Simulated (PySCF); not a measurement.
Molecule (SMILES): Cl (HCl).
Geometry (B3LYP-D3(BJ)/def2-TZVP, fixed):
```xyz
2

Cl     0.0000     0.0000    -0.0712
H      0.0000     0.0000     1.2108
```
Charge 0, spin multiplicity 1.

Basis-set convergence of the lowest singlet excitation energy at CAM-B3LYP with PySCF. Tamm-Dancoff approximation; the state is taken by its order, and sets in which it differs in degeneracy or brightness are left out, yet its character can still change. All functions are spherical. Density fitting with generated auxiliary sets. No added dispersion term, no relativity. Reference: the value in aug-pcseg-3, 7.470 eV, itself unsure by roughly 0.014 eV (its mean distance from aug-cc-pV(Q+d)Z, aug-pcseg-2, aug-cc-pV(T+d)Z). Deviations are taken from unrounded values. Cost is core time over that of cc-pV(T+d)Z, rough, on shared machines of one kind; a dash marks a row that isn't timed (too short, read off another run, short of memory, by another algorithm or on other hardware).

```json
[
 {"basis": "cc-pV(D+d)Z", "functions": "28", "cost": "-"},
 {"basis": "aug-cc-pV(D+d)Z", "functions": "41", "cost": "-"},
 {"basis": "cc-pV(T+d)Z", "functions": "53", "cost": "1×"},
 {"basis": "jun-cc-pV(T+d)Z", "functions": "62", "cost": "1×"},
 {"basis": "aug-cc-pV(T+d)Z", "functions": "78", "cost": "1×"},
 {"basis": "cc-pV(Q+d)Z", "functions": "94", "cost": "3×"},
 {"basis": "aug-cc-pV(Q+d)Z", "functions": "135", "cost": "6×"},
 {"basis": "cc-pV(5+d)Z", "functions": "155", "cost": "7×"},
 {"basis": "aug-cc-pV(5+d)Z", "functions": "216", "cost": "20×"}
]
```

Problem. Which is the smallest correlation-consistent set listed that can be trusted to 0.05 eV here, that is, within that of the reference together with its larger relatives (same family, alike in diffuse functions; a set with none to test it counts only in the reference's own line)?

Solution. The smallest set listed that lies within 0.05 eV of the reference with all its larger relatives (same family, alike in diffuse functions; a set with none counts only in the reference's own line) is aug-cc-pV(T+d)Z (78 functions, 1× in cost, 0.016 eV off). Inside the window by cancellation, since a larger relative falls out: aug-cc-pV(D+d)Z. Value minus reference: cc-pV(D+d)Z 0.407, aug-cc-pV(D+d)Z 0.009, cc-pV(T+d)Z 0.313, jun-cc-pV(T+d)Z 0.292, aug-cc-pV(T+d)Z 0.016, cc-pV(Q+d)Z 0.215, aug-cc-pV(Q+d)Z 0.008, cc-pV(5+d)Z 0.134, aug-cc-pV(5+d)Z 0.003 eV.
